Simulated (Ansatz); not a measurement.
Ideal-gas functions of C2H3ClO, SMILES `CC(=O)Cl` at 298.15 K and 1 bar, from an Ansatz frequency run at PBE0-D4/def2-TZVP.

Molar mass 78.5 g/mol, point group Cs (symmetry number 1), electronic degeneracy 1, moments of inertia 49.335, 102.197, 148.416 u Å². Harmonic wavenumbers (cm⁻¹, unscaled): 136, 347, 451, 528, 622, 972, 1041, 1124, 1383, 1454, 1457, 1909, 3072, 3151, 3180.

Use S(trans) = R[1.5 ln M + 2.5 ln T − 1.1517]; rotational temperatures θ = 24.2544 K / I; S(rot) = R[ln(√π/σ · √(T³/θAθBθC)) + 1.5]; for each mode x = 1.438777 ν̃/T, S = R[x/(eˣ − 1) − ln(1 − e⁻ˣ)] and H = RT x/(eˣ − 1); 1 cm⁻¹ = 0.0119627 kJ/mol; R = 8.31446 J/(mol·K).

By hand: the entropy, in J/(mol·K).

Translation 163.3. Rotation: θ = 0.4916, 0.2373, 0.1634 K, giving 104.8. Vibration, mode by mode: 11.96, 4.94, 3.32, 2.48, 1.73, 0.44, 0.33, 0.24, 0.08, 0.06, 0.06, 0.01, 0.00, 0.00, 0.00, in all 25.6. Electronic 0.0. Sum 293.7 J/(mol·K).

By hand: H − E and G − E in kJ/mol, counted from the electronic energy.

Zero-point energy ½ × 20827 × 0.0119627 = 124.6; thermal vibration 4.6; translation, rotation and pV give 4 RT = 9.9. H − E = 139.1 kJ/mol, and G − E = 139.1 − 298.15 × 293.7/1000 = 51.5 kJ/mol.

Vibration gives 9 % of the entropy, 12.0 J/(mol·K) of it from the mode under 150 cm⁻¹: soft modes count most, and the harmonic formula is weakest for them.
